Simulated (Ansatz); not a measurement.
A nudged elastic band was laid between two geometries of C₃H₄S (8 atoms, charge 0, multiplicity 1).

Level of theory: RKS BHLYP-D4/def2-SVP in Ansatz 0.2.0.

| Property | Result |
| --- | --- |
| movable images | 9 |
| climbing image | yes |
| spring | 5.0 eV/Å² |
| optimiser | quadratic models (default) |
| start path | through a guess of the saddle point |
| force threshold | 0.03 eV/Å |
| iteration limit | 60 |
| end points | relaxed |

First end point:

```xyz
8
Properties=species:S:1:pos:R:3
S -0.538 1.989 -0.678
C 0.055 0.535 0.024
C 0.813 -0.057 0.884
C -0.005 -0.954 0.008
H -1.345 1.404 -1.573
H 1.533 -0.012 1.684
H 0.467 -1.501 -0.814
H -0.888 -1.461 0.409
```

Last end point:

```xyz
8
Properties=species:S:1:pos:R:3
S -1.054 1.365 -1.238
C -0.170 0.304 -0.220
C 0.668 0.025 0.720
C 0.025 -1.148 0.049
H -0.570 2.515 -0.742
H 1.363 0.347 1.479
H 0.593 -1.754 -0.664
H -0.763 -1.710 0.559
```

**Question.** Which bonds break or form, and what moves?

**Answer.** No bond is made or broken. The dihedral H5–S1–C2–C4 goes from -1 to -180°.

**Question.** Give the energies along the band, and the barrier.

**Answer.** The forces met the threshold. The highest image is number 5 of 0 to 10, 0.225 eV above the first end and 0.231 eV above the last; the last end lies 0.006 eV below the first. A vibrational analysis at the climbing image gives one clearly imaginary mode, 301i cm⁻¹: a first-order saddle point.

```json
{"image": "0", "path coordinate (Å)": "0.00", "energy (eV)": "0.000", "dihedral H5–S1–C2–C4 (°)": "-1"}
{"image": "1", "path coordinate (Å)": "0.33", "energy (eV)": "0.014", "dihedral H5–S1–C2–C4 (°)": "25"}
{"image": "2", "path coordinate (Å)": "0.65", "energy (eV)": "0.060", "dihedral H5–S1–C2–C4 (°)": "48"}
{"image": "3", "path coordinate (Å)": "0.98", "energy (eV)": "0.129", "dihedral H5–S1–C2–C4 (°)": "67"}
{"image": "4", "path coordinate (Å)": "1.31", "energy (eV)": "0.196", "dihedral H5–S1–C2–C4 (°)": "84"}
{"image": "5", "path coordinate (Å)": "1.63", "energy (eV)": "0.225", "dihedral H5–S1–C2–C4 (°)": "101"}
{"image": "6", "path coordinate (Å)": "1.90", "energy (eV)": "0.203", "dihedral H5–S1–C2–C4 (°)": "115"}
{"image": "7", "path coordinate (Å)": "2.17", "energy (eV)": "0.143", "dihedral H5–S1–C2–C4 (°)": "130"}
{"image": "8", "path coordinate (Å)": "2.44", "energy (eV)": "0.069", "dihedral H5–S1–C2–C4 (°)": "145"}
{"image": "9", "path coordinate (Å)": "2.71", "energy (eV)": "0.013", "dihedral H5–S1–C2–C4 (°)": "162"}
{"image": "10", "path coordinate (Å)": "2.98", "energy (eV)": "-0.006", "dihedral H5–S1–C2–C4 (°)": "-180"}
```

**Question.** What is the geometry of the highest image?

**Answer.** 
```xyz
8
Properties=species:S:1:pos:R:3:forces:R:3
S -0.343 1.685 -1.342 0.00 0.00 0.00
C 0.080 0.393 -0.245 0.00 0.00 0.00
C 0.637 0.010 0.851 0.00 0.00 0.00
C 0.099 -1.085 -0.027 0.00 0.00 0.00
H -1.492 2.022 -0.736 0.00 0.00 0.00
H 1.137 0.237 1.780 0.00 0.00 0.00
H 0.793 -1.711 -0.595 0.00 0.00 0.00
H -0.818 -1.609 0.258 0.00 0.00 0.00
```

**Question.** What are the harmonic wavenumbers there?

**Answer.** 301i, 291, 329, 560, 806, 909, 973, 1037, 1050, 1123, 1136, 1220, 1554, 1886, 2757, 3127, 3205, 3373 cm⁻¹.

The run took 5.7 min on 1 thread of Arm Neoverse V2 (shared host), peak memory 0.15 GiB.
